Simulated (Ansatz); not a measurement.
# SiC+ (quartet): wave-function methods side by side, cc-pVTZ

One table from this session's results is given with a row withheld; the runs are named, their logs left out.

Computed with Ansatz 0.2.0, Gaussian basis. Level: cc-pVTZ, core rule «outside noble gas», up to 6 orbitals frozen.

Plan: UHF; CCSD(T) on ROHF; CCSD(T) on UHF; BCCD(T) on ROHF; CISD; CCSDT(Q) on ROHF; CCSDT(Q) on UHF; CASSCF and MRCISD+Q, 7 electrons in 8 orbitals; CASSCF and NEVPT2, 7 electrons in 8 orbitals.

6 further runs of the same task are left out: 1 that didn't finish, 5 set aside as unsound or not needed.

## The system

The geometry is a PBE0/def2-TZVP stationary point (not a proven minimum) of the parent state, kept for this charge and spin.

2 atoms, charge 1, spin multiplicity 4.

Atoms are counted from 1 here; the program's logs count them from 0.

Bond lengths: Si1–C2 1.837 Å.

The first run:

The input, in.yaml:

```yaml
crystal:
  periodic: [false, false, false]
  atoms:
    - {symbol: Si, position_ang: [0.000000, 0.000000, 0.000000]}
    - {symbol: C, position_ang: [0.000000, 0.000000, 1.836500]}
basis:
  gaussian: {orbitals: cc-pVTZ}
total_charge: 1
magnetization: {spin_polarized: true, initial_magnetization: 3}
hamiltonian: {xc: hf}
output: {orbitals: {seedname: orbitals}}
```

On the command line:

```bash
> ansatz run in.yaml --threads 1 --pin off --events-out ev --progress --plain --max-ram 2393MiB
```

Among the steps run: UHF; CCSD(T) on ROHF; CCSD(T) on UHF; BCCD(T) on ROHF; CISD; CCSDT(Q) on ROHF; CCSDT(Q) on UHF; CASSCF and MRCISD+Q, 7 electrons in 8 orbitals; CASSCF and NEVPT2, 7 electrons in 8 orbitals.

One of the session's tables, all rows but one given; the rest of the session is left out.

```
          method  from UCCSDT(Q) (meV)
            ROHF               +4950.2
             UHF               +4913.9
            RMP2               +1188.0
            UMP2               +1188.5
            CISD                +483.1
           RCCSD                +307.2
           UCCSD                +304.7
        RCCSD(T)                 +74.2
        UCCSD(T)                 +72.7
         BCCD(T)                 +69.0
          RCCSDT                 +18.4
          UCCSDT                     ?
       RCCSDT(Q)                  +3.1
       UCCSDT(Q)                     0
  CASSCF valence               +3206.7
  NEVPT2 valence                +671.3
  MRCISD valence                +209.5
MRCISD+Q valence                 +40.0
```

Estimate the missing values for UCCSDT.

The run gave: from UCCSDT(Q) (meV): +16.9. In the column «from UCCSDT(Q) (meV)» it lies between RCCSDT(Q) (+3.1) and RCCSDT (+18.4).

To keep in mind: Restricted and unrestricted rows rest on different reference determinants; where their highest levels disagree by more than a few hundredths of an eV, they describe different states and don't form one ladder.
